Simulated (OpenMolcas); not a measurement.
**C3H5Cl (2-chloropropene): the vertical ionisation energy from total energies**

C3H5Cl: 9 atoms, total charge 0, spin state singlet. As SMILES, `C=C(C)Cl`. The shape is that of a PBE0-D4/def2-TZVP optimisation.

Both states at this one shape; open shells run unrestricted unless said. 1 Eh = 27.2114 eV.

```
                             level     program  singlet C3H5Cl (Eh)  doublet C3H5Cl+ (Eh)  HOMO of the first (eV)
                          HF/3-21G  OpenMolcas          -573.137678           -572.812994                   -9.91
B3LYP/6-31G* (Cartesian functions)  OpenMolcas          -577.506380           -577.161700                   -6.85
                   M06-2X/def2-SVP  OpenMolcas          -577.199001           -576.844302                   -8.39
```

Task: Work out the vertical ionisation energy at each level.

Result: 
1. HF/3-21G: -572.812994 − (-573.137678) = 0.324684 Eh = 8.84 eV; −ε(HOMO) = 9.91 eV.
2. B3LYP/6-31G* (Cartesian functions): -577.161700 − (-577.506380) = 0.344680 Eh = 9.38 eV; −ε(HOMO) = 6.85 eV.
3. M06-2X/def2-SVP: -576.844302 − (-577.199001) = 0.354699 Eh = 9.65 eV; −ε(HOMO) = 8.39 eV.

No measured value is set beside it here; the levels span 8.84 to 9.65 eV. In Hartree–Fock, −ε(HOMO) (Koopmans) exceeds the difference of totals by the orbital relaxation of the ion. Hartree–Fock favours the state with fewer electron pairs, since it lacks pair correlation.
